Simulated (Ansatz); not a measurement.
Ansatz (a quantum-chemistry and plane-wave program) input:

Ansatz 0.2 input:
```yaml
crystal:
  periodic: [false, false, false]
  atoms:
    - {symbol: C, position_ang: [-0.12186025, -1.69074357, 0.02215318]}
    - {symbol: C, position_ang: [0.54218933, -0.56026688, 0.01153545]}
    - {symbol: C, position_ang: [-0.07823455, 0.72517373, -0.01044128]}
    - {symbol: H, position_ang: [0.10845327, -2.74335182, 0.03814959]}
    - {symbol: H, position_ang: [1.63433789, -0.55645278, 0.01934692]}
    - {symbol: N, position_ang: [-0.54219405, 1.77926070, -0.02814008]}
basis:
  gaussian:
    orbitals: def2-TZVP
hamiltonian:
  xc: b3lyp
  dispersion: d3bj
magnetization: {spin_polarized: true, initial_magnetization: 1}
phonons: {temperatures: {t_min: 298.15, t_max: 298.15, t_step: 100}}
```

### Question
What final total energy does it print?

### Answer
-170.21677 Eh (B3LYP-D3(BJ)/def2-TZVP). The basis has 136 functions.

It need not be the lowest isomer of its formula.
